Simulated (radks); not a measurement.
# Nuclear size and the levels of O³⁺

An exercise on one series of results from a longer session: the logs are not shown, and one member is left open.

The numbers are computed with radks (a radial shooting solver on a logarithmic mesh, Libxc functionals) version 1 (Dirac Kohn-Sham, relativistic LDA (MacDonald-Vosko exchange, VWN5 correlation), spin-unpolarised, spherical densities, finite nucleus; open shells are shared between the two j in proportion to 2j + 1), except any that are marked as measured or tabulated.

## The atom as given

- element: oxygen (Z = 8)
- charge: +3
- electrons: 5
- configuration: [He] 2s2 2p1
- nuclear rms radius: 2.6991 fm

Outer shells as boxes (Hund's rule):

O³⁺
```
[He] core
2s [↑↓]
2p [↑ ][  ][  ]
```

The first run:

Input:

```text
Z 8
configuration [He] 2s2 2p1 3s0 3p0
relativity Dirac
functional lda_x_rel,vwn5
spin unpolarised
j_filling average
nucleus finite rms 2.6991 fm
c 137.035999084
```

Among the steps run: rms radius 2.6991 fm.

One table of the session follows, with a row left open; its other results are not shown here.

It belongs to the step «rms radius 2.6991 fm». Radial density 4πr²ρ:

```
r (bohr)  4πr²ρ (e/bohr)
 0.00791          0.2205
  0.0112          0.4161
  0.0159          0.7793
  0.0224           1.396
  0.0316           2.396
  0.0449           3.915
  0.0633           5.809
  0.0894           7.659
   0.127           8.569
   0.179           7.595
   0.253           5.031
   0.359           2.733
   0.507           2.480
   0.715               ?
    1.02           2.696
    1.43           1.141
    2.02          0.1989
    2.88        0.009820
```

Estimate the missing values for r (bohr) = 0.715.

Worked estimate for «4πr²ρ (e/bohr)». A straight line through the neighbours (0.507, 2.480) and (1.02, 2.696) gives 2.480 + (2.696 − 2.480) × (0.715 − 0.507) / (1.02 − 0.507) = 2.568; a parabola fitted to 4 rows on both sides gives 2.879.

As computed: 4πr²ρ (e/bohr): 3.204. In «4πr²ρ (e/bohr)» the line misses by -0.636 and the parabola by -0.325. Between these rows the values bend or scatter more than so simple an estimate can follow.
